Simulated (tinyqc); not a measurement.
Inside a calculation (part 1 of 2). Method: MP2 on RHF in the sto-3g basis, frozen core, for H2O, spin multiplicity 1. Computed by tinyqc, a small Python program that keeps every step (integrals from PySCF). Settings: charge = 0, multiplicity = 1, basis = sto-3g, method = RHF, frozen orbitals = 1, energy threshold = 1e-10, iteration cap = 60, orthogonalisation = canonical, start = atomic densities, DIIS depth = 6. Command: `OMP_NUM_THREADS=1 python tinyqc.py 20210 20211 out.jsonl` (the two numbers bound the seeds that draw the settings). One thread of a shared host (Intel(R) Xeon(R) Processor @ 2.60GHz), about 0.2 s of CPU time with the checks. Later iterations appear only in the table of the cycle.

## One-electron integrals

Geometry (angstrom):

| atom | x | y | z |
|---|---|---|---|
| O | 0.00000 | 0.00000 | 0.00000 |
| H | 0.00000 | 0.97800 | 0.66800 |
| H | 0.00000 | -0.97800 | 0.66800 |

Basis sto-3g: exponents (1/bohr^2) and contraction coefficients of normalised primitives:

| element | l (shell) | exponent | coefficient |
|---|---|---|---|
| O | s (1) | 130.70932 | 0.15433 |
| O | s (1) | 23.80886 | 0.53533 |
| O | s (1) | 6.44361 | 0.44463 |
| O | s (2) | 5.03315 | -0.09997 |
| O | s (2) | 1.16960 | 0.39951 |
| O | s (2) | 0.38039 | 0.70012 |
| O | p (3) | 5.03315 | 0.15592 |
| O | p (3) | 1.16960 | 0.60768 |
| O | p (3) | 0.38039 | 0.39196 |
| H | s (1) | 3.42525 | 0.15433 |
| H | s (1) | 0.62391 | 0.53533 |
| H | s (1) | 0.16886 | 0.44463 |

Overlap, kinetic and nuclear-attraction integrals over the contracted functions; the nuclear repulsion is the sum of Za Zb / Rab.

nuclear repulsion = 7.4194118 hartree

overlap S:
```
          1O 1s    1O 2s   1O 2px    1O 2py   1O 2pz    2H 1s     3H 1s
1O 1s   1.00000  0.23670  0.00000   0.00000  0.00000  0.03145   0.03145
1O 2s   0.23670  1.00000  0.00000   0.00000  0.00000  0.33896   0.33896
1O 2px  0.00000  0.00000  1.00000   0.00000  0.00000  0.00000   0.00000
1O 2py  0.00000  0.00000  0.00000   1.00000  0.00000  0.25456  -0.25456
1O 2pz  0.00000  0.00000  0.00000   0.00000  1.00000  0.17387   0.17387
2H 1s   0.03145  0.33896  0.00000   0.25456  0.17387  1.00000   0.12809
3H 1s   0.03145  0.33896  0.00000  -0.25456  0.17387  0.12809   1.00000
```

kinetic energy T (hartree):
```
           1O 1s     1O 2s   1O 2px    1O 2py   1O 2pz     2H 1s     3H 1s
1O 1s   29.00320  -0.16801  0.00000   0.00000  0.00000  -0.00890  -0.00890
1O 2s   -0.16801   0.80813  0.00000   0.00000  0.00000   0.04513   0.04513
1O 2px   0.00000   0.00000  2.52873   0.00000  0.00000   0.00000   0.00000
1O 2py   0.00000   0.00000  0.00000   2.52873  0.00000   0.11629  -0.11629
1O 2pz   0.00000   0.00000  0.00000   0.00000  2.52873   0.07943   0.07943
2H 1s   -0.00890   0.04513  0.00000   0.11629  0.07943   0.76003  -0.00952
3H 1s   -0.00890   0.04513  0.00000  -0.11629  0.07943  -0.00952   0.76003
```

nuclear attraction V (hartree):
```
            1O 1s     1O 2s    1O 2px    1O 2py    1O 2pz     2H 1s     3H 1s
1O 1s   -61.51206  -7.39460   0.00000   0.00000  -0.01144  -1.00484  -1.00484
1O 2s    -7.39460  -9.94297   0.00000   0.00000  -0.14157  -2.53142  -2.53142
1O 2px    0.00000   0.00000  -9.82026   0.00000   0.00000   0.00000   0.00000
1O 2py    0.00000   0.00000   0.00000  -9.92177   0.00000  -1.66512   1.66512
1O 2pz   -0.01144  -0.14157   0.00000   0.00000  -9.86762  -1.16924  -1.16924
2H 1s    -1.00484  -2.53142   0.00000  -1.66512  -1.16924  -5.01842  -0.72796
3H 1s    -1.00484  -2.53142   0.00000   1.66512  -1.16924  -0.72796  -5.01842
```

core Hamiltonian H = T + V (hartree):
```
            1O 1s     1O 2s    1O 2px    1O 2py    1O 2pz     2H 1s     3H 1s
1O 1s   -32.50886  -7.56261   0.00000   0.00000  -0.01144  -1.01373  -1.01373
1O 2s    -7.56261  -9.13484   0.00000   0.00000  -0.14157  -2.48629  -2.48629
1O 2px    0.00000   0.00000  -7.29153   0.00000   0.00000   0.00000   0.00000
1O 2py    0.00000   0.00000   0.00000  -7.39304   0.00000  -1.54884   1.54884
1O 2pz   -0.01144  -0.14157   0.00000   0.00000  -7.33889  -1.08982  -1.08982
2H 1s    -1.01373  -2.48629   0.00000  -1.54884  -1.08982  -4.25838  -0.73748
3H 1s    -1.01373  -2.48629   0.00000   1.54884  -1.08982  -0.73748  -4.25838
```

## Two-electron integrals

Functions are numbered as in S; the eight-fold symmetry (ij|kl) = (ji|kl) = (kl|ij) leaves the list below.

Two-electron integrals (ij|kl) in chemists' order, unique and non-zero (hartree):
```
(11|11) 4.78507    (21|11) 0.74138    (21|21) 0.13687    (22|11) 1.11895
(22|21) 0.25663    (22|22) 0.81721    (31|31) 0.02448    (32|31) 0.03781
(32|32) 0.18052    (33|11) 1.11581    (33|21) 0.25668    (33|22) 0.81702
(33|33) 0.88016    (41|41) 0.02448    (42|41) 0.03781    (42|42) 0.18052
(43|43) 0.04744    (44|11) 1.11581    (44|21) 0.25668    (44|22) 0.81702
(44|33) 0.78527    (44|44) 0.88016    (51|51) 0.02448    (52|51) 0.03781
(52|52) 0.18052    (53|53) 0.04744    (54|54) 0.04744    (55|11) 1.11581
(55|21) 0.25668    (55|22) 0.81702    (55|33) 0.78527    (55|44) 0.78527
(55|55) 0.88016    (61|11) 0.09961    (61|21) 0.01825    (61|22) 0.03407
(61|33) 0.03401    (61|41) 0.00068    (61|42) 0.00129    (61|44) 0.03415
(61|51) 0.00047    (61|52) 0.00088    (61|54) 0.00009    (61|55) 0.03407
(61|61) 0.00246    (62|11) 0.26823    (62|21) 0.06241    (62|22) 0.22326
(62|33) 0.21928    (62|41) 0.00386    (62|42) 0.03086    (62|44) 0.22726
(62|51) 0.00264    (62|52) 0.02108    (62|54) 0.00545    (62|55) 0.22300
(62|61) 0.00850    (62|62) 0.07871    (63|31) 0.00621    (63|32) 0.03729
(63|43) 0.00623    (63|53) 0.00426    (63|63) 0.01062    (64|11) 0.16866
(64|21) 0.03971    (64|22) 0.15171    (64|33) 0.14500    (64|41) 0.00834
(64|42) 0.05689    (64|44) 0.16256    (64|51) 0.00146    (64|52) 0.01339
(64|54) 0.00774    (64|55) 0.14738    (64|61) 0.00562    (64|62) 0.06505
(64|64) 0.06378    (65|11) 0.11520    (65|21) 0.02713    (65|22) 0.10362
(65|33) 0.09904    (65|41) 0.00146    (65|42) 0.01339    (65|44) 0.10252
(65|51) 0.00720    (65|52) 0.04643    (65|54) 0.00861    (65|55) 0.10918
(65|61) 0.00384    (65|62) 0.04443    (65|64) 0.03631    (65|65) 0.03542
(66|11) 0.43992    (66|21) 0.10398    (66|22) 0.42863    (66|33) 0.41237
(66|41) 0.00758    (66|42) 0.08551    (66|44) 0.44529    (66|51) 0.00518
(66|52) 0.05840    (66|54) 0.02249    (66|55) 0.42773    (66|61) 0.01425
(66|62) 0.19947    (66|64) 0.18821    (66|65) 0.12855    (66|66) 0.77461
(71|11) 0.09961    (71|21) 0.01825    (71|22) 0.03407    (71|33) 0.03401
(71|41) -0.00068   (71|42) -0.00129   (71|44) 0.03415    (71|51) 0.00047
(71|52) 0.00088    (71|54) -0.00009   (71|55) 0.03407    (71|61) 0.00242
(71|62) 0.00821    (71|64) 0.00502    (71|65) 0.00371    (71|66) 0.01366
(71|71) 0.00246    (72|11) 0.26823    (72|21) 0.06241    (72|22) 0.22326
(72|33) 0.21928    (72|41) -0.00386   (72|42) -0.03086   (72|44) 0.22726
(72|51) 0.00264    (72|52) 0.02108    (72|54) -0.00545   (72|55) 0.22300
(72|61) 0.00821    (72|62) 0.06086    (72|64) 0.03530    (72|65) 0.03329
(72|66) 0.12216    (72|71) 0.00850    (72|72) 0.07871    (73|31) 0.00621
(73|32) 0.03729    (73|43) -0.00623   (73|53) 0.00426    (73|63) 0.00785
(73|73) 0.01062    (74|11) -0.16866   (74|21) -0.03971   (74|22) -0.15171
(74|33) -0.14500   (74|41) 0.00834    (74|42) 0.05689    (74|44) -0.16256
(74|51) -0.00146   (74|52) -0.01339   (74|54) 0.00774    (74|55) -0.14738
(74|61) -0.00502   (74|62) -0.03530   (74|64) -0.01314   (74|65) -0.01897
(74|66) -0.06597   (74|71) -0.00562   (74|72) -0.06505   (74|74) 0.06378
(75|11) 0.11520    (75|21) 0.02713    (75|22) 0.10362    (75|33) 0.09904
(75|41) -0.00146   (75|42) -0.01339   (75|44) 0.10252    (75|51) 0.00720
(75|52) 0.04643    (75|54) -0.00861   (75|55) 0.10918    (75|61) 0.00371
(75|62) 0.03329    (75|64) 0.01897    (75|65) 0.02580    (75|66) 0.07247
(75|71) 0.00384    (75|72) 0.04443    (75|74) -0.03631   (75|75) 0.03542
(76|11) 0.07296    (76|21) 0.01713    (76|22) 0.06655    (76|33) 0.06506
(76|44) 0.06651    (76|51) 0.00114    (76|52) 0.01086    (76|55) 0.06799
(76|61) 0.00230    (76|62) 0.02299    (76|64) 0.01664    (76|65) 0.01463
(76|66) 0.06070    (76|71) 0.00230    (76|72) 0.02299    (76|74) -0.01664
(76|75) 0.01463    (76|76) 0.00852    (77|11) 0.43992    (77|21) 0.10398
(77|22) 0.42863    (77|33) 0.41237    (77|41) -0.00758   (77|42) -0.08551
(77|44) 0.44529    (77|51) 0.00518    (77|52) 0.05840    (77|54) -0.02249
(77|55) 0.42773    (77|61) 0.01366    (77|62) 0.12216    (77|64) 0.06597
(77|65) 0.07247    (77|66) 0.26946    (77|71) 0.01425    (77|72) 0.19947
(77|74) -0.18821   (77|75) 0.12855    (77|76) 0.06070    (77|77) 0.77461
```

## Orthogonalisation

S = U s U^T; canonical form X = U s^(-1/2), so that X^T S X = 1. Each column of U has its largest component positive (the first on a tie).

eigenvalues of S: 0.48625  0.57029  0.89299  1.00000  1.09412  1.30162  1.65474

X:
```
               1         2         3        4         5         6        7
1O 1s   -0.38004   0.00000   0.71399  0.00000  -0.60687   0.00000  0.20800
1O 2s    0.98872   0.00000  -0.26777  0.00000  -0.28702   0.00000  0.47318
1O 2px   0.00000   0.00000   0.00000  1.00000   0.00000   0.00000  0.00000
1O 2py   0.00000   0.85040   0.00000  0.00000   0.00000   0.67188  0.00000
1O 2pz   0.41736   0.00000   0.67277  0.00000   0.63570   0.00000  0.20415
2H 1s   -0.61659  -0.71774  -0.20703  0.00000   0.17205   0.39803  0.38437
3H 1s   -0.61659   0.71774  -0.20703  0.00000   0.17205  -0.39803  0.38437
```

## Starting guess

The start is atomic minimal-basis densities projected into this basis (PySCF's MINAO start) and scaled to the electron count of each spin; this density is not idempotent, so its energy is not variational and may lie below the converged one.

D at the start:
```
           1O 1s     1O 2s   1O 2px    1O 2py    1O 2pz     2H 1s     3H 1s
1O 1s    2.14380  -0.49325  0.00000   0.00000   0.01264  -0.01615  -0.01615
1O 2s   -0.49325   2.09515  0.00000   0.00000  -0.06345   0.05865   0.05865
1O 2px   0.00000   0.00000  1.30798   0.00000   0.00000   0.00000   0.00000
1O 2py   0.00000   0.00000  0.00000   1.18726   0.00000   0.11872  -0.11872
1O 2pz   0.01264  -0.06345  0.00000   0.00000   1.25724   0.06501   0.06501
2H 1s   -0.01615   0.05865  0.00000   0.11872   0.06501   0.99330   0.04637
3H 1s   -0.01615   0.05865  0.00000  -0.11872   0.06501   0.04637   0.99330
```

## Iteration 1: building the Fock matrix

J_ij = sum D_kl (ij|kl), K_ij = sum D_kl (ik|jl); F = H + J - 0.5 K; E = tr D H + tr D J / 2 - 0.25 tr D K + E_nn.

Coulomb J (hartree):
```
           1O 1s    1O 2s   1O 2px    1O 2py   1O 2pz    2H 1s     3H 1s
1O 1s   17.10556  3.20276  0.00000   0.00000  0.00937  0.42793   0.42793
1O 2s    3.20276  7.93052  0.00000   0.00000  0.11840  2.18699   2.18699
1O 2px   0.00000  0.00000  7.89058   0.00000  0.00000  0.00000   0.00000
1O 2py   0.00000  0.00000  0.00000   7.95577  0.00000  1.49744  -1.49744
1O 2pz   0.00937  0.11840  0.00000   0.00000  7.92119  1.05111   1.05111
2H 1s    0.42793  2.18699  0.00000   1.49744  1.05111  4.50313   0.66545
3H 1s    0.42793  2.18699  0.00000  -1.49744  1.05111  0.66545   4.50313
```

exchange K (hartree):
```
          1O 1s    1O 2s   1O 2px    1O 2py   1O 2pz    2H 1s     3H 1s
1O 1s   9.90890  1.67089  0.00000   0.00000  0.00899  0.24841   0.24841
1O 2s   1.67089  2.66031  0.00000   0.00000  0.08495  0.91237   0.91237
1O 2px  0.00000  0.00000  1.69485   0.00000  0.00000  0.00000   0.00000
1O 2py  0.00000  0.00000  0.00000   1.77757  0.00000  0.50582  -0.50582
1O 2pz  0.00899  0.08495  0.00000   0.00000  1.73401  0.37444   0.37444
2H 1s   0.24841  0.91237  0.00000   0.50582  0.37444  1.15884   0.29717
3H 1s   0.24841  0.91237  0.00000  -0.50582  0.37444  0.29717   1.15884
```

Fock matrix F (hartree):
```
            1O 1s     1O 2s    1O 2px    1O 2py    1O 2pz     2H 1s     3H 1s
1O 1s   -20.35775  -5.19530   0.00000   0.00000  -0.00657  -0.71000  -0.71000
1O 2s    -5.19530  -2.53447   0.00000   0.00000  -0.06564  -0.75548  -0.75548
1O 2px    0.00000   0.00000  -0.24837   0.00000   0.00000   0.00000   0.00000
1O 2py    0.00000   0.00000   0.00000  -0.32606   0.00000  -0.30431   0.30431
1O 2pz   -0.00657  -0.06564   0.00000   0.00000  -0.28471  -0.22593  -0.22593
2H 1s    -0.71000  -0.75548   0.00000  -0.30431  -0.22593  -0.33467  -0.22061
3H 1s    -0.71000  -0.75548   0.00000   0.30431  -0.22593  -0.22061  -0.33467
```

total energy of this density = -75.0151307 hartree

This density is the starting one; it is not idempotent, so its energy is not variational and may lie below the converged one.

## Iteration 1: diagonalisation and new density

Diagonalise F' = X^T F X, C = X C', fill 5 alpha and 5 beta electrons from the bottom; D = 2 C_occ C_occ^T. Each column has its largest component positive (the first on a tie).

F' = X^T F X (hartree):
```
          1         2         3         4         5         6         7
1  -0.62815   0.00000   2.54014   0.00000  -2.23145   0.00000   0.74254
2   0.00000   0.38965   0.00000   0.00000   0.00000  -0.03364   0.00000
3   2.54014   0.00000  -8.35430   0.00000   8.42213   0.00000  -4.26075
4   0.00000   0.00000   0.00000  -0.24837   0.00000   0.00000   0.00000
5  -2.23145   0.00000   8.42213   0.00000  -9.28812   0.00000   4.78741
6   0.00000  -0.03364   0.00000   0.00000   0.00000  -0.50885   0.00000
7   0.74254   0.00000  -4.26075   0.00000   4.78741   0.00000  -3.50763
```

orbital energies (hartree): MO1 -20.36606, MO2 -1.32337, MO3 -0.51011, MO4 -0.36631, MO5 -0.24837, MO6 0.27754, MO7 0.39090

coefficients C:
```
             MO1       MO2       MO3       MO4      MO5       MO6       MO7
1O 1s    0.99448  -0.24518   0.00000   0.07035  0.00000   0.10823   0.00000
1O 2s    0.02335   0.92119   0.00000  -0.35217  0.00000  -0.61838   0.00000
1O 2px   0.00000   0.00000   0.00000   0.00000  1.00000   0.00000   0.00000
1O 2py   0.00000   0.00000   0.70318   0.00000  0.00000   0.00000   0.82470
1O 2pz   0.00158   0.05565   0.00000   0.82477  0.00000  -0.62390   0.00000
2H 1s   -0.00356   0.12651   0.37094   0.27723  0.00000   0.71240  -0.73211
3H 1s   -0.00356   0.12651  -0.37094   0.27723  0.00000   0.71240   0.73211
```

D after iteration 1:
```
           1O 1s     1O 2s   1O 2px    1O 2py    1O 2pz     2H 1s     3H 1s
1O 1s    2.10811  -0.45482  0.00000   0.00000   0.09189  -0.03011  -0.03011
1O 2s   -0.45482   1.94632  0.00000   0.00000  -0.47832   0.03766   0.03766
1O 2px   0.00000   0.00000  2.00000   0.00000   0.00000   0.00000   0.00000
1O 2py   0.00000   0.00000  0.00000   0.98893   0.00000   0.52167  -0.52167
1O 2pz   0.09189  -0.47832  0.00000   0.00000   1.36670   0.47137   0.47137
2H 1s   -0.03011   0.03766  0.00000   0.52167   0.47137   0.46093  -0.08944
3H 1s   -0.03011   0.03766  0.00000  -0.52167   0.47137  -0.08944   0.46093
```

## Iteration 8 (converged): orbitals

converged F (hartree):
```
            1O 1s     1O 2s    1O 2px    1O 2py    1O 2pz     2H 1s     3H 1s
1O 1s   -20.25768  -5.16323   0.00000   0.00000  -0.02337  -0.69975  -0.69975
1O 2s    -5.16323  -2.39212   0.00000   0.00000  -0.04790  -0.69063  -0.69063
1O 2px    0.00000   0.00000  -0.38331   0.00000   0.00000   0.00000   0.00000
1O 2py    0.00000   0.00000   0.00000  -0.19530   0.00000  -0.34553   0.34553
1O 2pz   -0.02337  -0.04790   0.00000   0.00000  -0.23947  -0.28145  -0.28145
2H 1s    -0.69975  -0.69063   0.00000  -0.34553  -0.28145  -0.34489  -0.17129
3H 1s    -0.69975  -0.69063   0.00000   0.34553  -0.28145  -0.17129  -0.34489
```

As before.

F' = X^T F X (hartree):
```
          1        2         3         4         5         6         7
1  -0.53244  0.00000   2.57610   0.00000  -2.15657   0.00000   0.79629
2   0.00000  0.52348   0.00000   0.00000   0.00000   0.08694   0.00000
3   2.57610  0.00000  -8.26480   0.00000   8.40629   0.00000  -4.30034
4   0.00000  0.00000   0.00000  -0.38331   0.00000   0.00000   0.00000
5  -2.15657  0.00000   8.40629   0.00000  -9.24266   0.00000   4.72069
6   0.00000  0.08694   0.00000   0.00000   0.00000  -0.51278   0.00000
7   0.79629  0.00000  -4.30034   0.00000   4.72069   0.00000  -3.41664
```

orbital energies (hartree): MO1 -20.26576, MO2 -1.18013, MO3 -0.52003, MO4 -0.40918, MO5 -0.38331, MO6 0.39851, MO7 0.53073

coefficients C:
```
             MO1       MO2       MO3       MO4      MO5       MO6       MO7
1O 1s    0.99456  -0.24322   0.00000   0.08380  0.00000  -0.10214   0.00000
1O 2s    0.02314   0.91346   0.00000  -0.42624  0.00000   0.58217   0.00000
1O 2px   0.00000   0.00000   0.00000   0.00000  1.00000   0.00000   0.00000
1O 2py   0.00000   0.00000   0.59895   0.00000  0.00000   0.00000   0.90325
1O 2pz   0.00251   0.06216   0.00000   0.75453  0.00000   0.70670   0.00000
2H 1s   -0.00399   0.13377   0.45625   0.34832  0.00000  -0.67908  -0.68221
3H 1s   -0.00399   0.13377  -0.45625   0.34832  0.00000  -0.67908   0.68221
```

D after iteration 8:
```
           1O 1s     1O 2s   1O 2px    1O 2py    1O 2pz     2H 1s     3H 1s
1O 1s    2.11067  -0.46974  0.00000   0.00000   0.10121  -0.01463  -0.01463
1O 2s   -0.46974   2.03326  0.00000   0.00000  -0.52954  -0.05273  -0.05273
1O 2px   0.00000   0.00000  2.00000   0.00000   0.00000   0.00000   0.00000
1O 2py   0.00000   0.00000  0.00000   0.71748   0.00000   0.54654  -0.54654
1O 2pz   0.10121  -0.52954  0.00000   0.00000   1.14637   0.54224   0.54224
2H 1s   -0.01463  -0.05273  0.00000   0.54654   0.54224   0.69480  -0.13786
3H 1s   -0.01463  -0.05273  0.00000  -0.54654   0.54224  -0.13786   0.69480
```

## Convergence

Stop when the energy changes by less than 1e-10 hartree and every element of the error matrix X^T (F D S - S D F) X is below 3e-06.

Course of the cycle:

| iteration | E (hartree) | change | largest element of the error matrix |
|---|---|---|---|
| 1 | -75.0151307 | - | 9.15e-01 |
| 2 | -74.8417533 | 1.73e-01 | 2.91e-01 |
| 3 | -74.8957481 | -5.40e-02 | 4.67e-02 |
| 4 | -74.8974676 | -1.72e-03 | 6.59e-03 |
| 5 | -74.8975020 | -3.44e-05 | 1.38e-04 |
| 6 | -74.8975021 | -4.38e-08 | 7.45e-05 |
| 7 | -74.8975021 | -1.19e-08 | 5.77e-07 |
| 8 | -74.8975021 | -1.38e-12 | 2.57e-09 |

PySCF RHF in the same basis = -74.8975021 hartree

Converged in 8 iterations.

## Populations, bond orders and dipole

Mulliken: Z minus the diagonal of D S on the atom; Loewdin: the same with S^(1/2) D S^(1/2); Mayer order: 2 sum_s sum (D(s) S)_ij (D(s) S)_ji over the two atoms.

Charges (e):

| atom | Mulliken | Loewdin |
|---|---|---|
| 1O | -0.21555 | -0.16214 |
| 2H | 0.10778 | 0.08107 |
| 3H | 0.10778 | 0.08107 |

Mayer bond orders:

| pair | order |
|---|---|
| 2-1 | 0.97583 |
| 3-1 | 0.97583 |
| 3-2 | 0.01255 |

dipole moment about the origin, x y z (debye): 0.00000  0.00000  1.38741
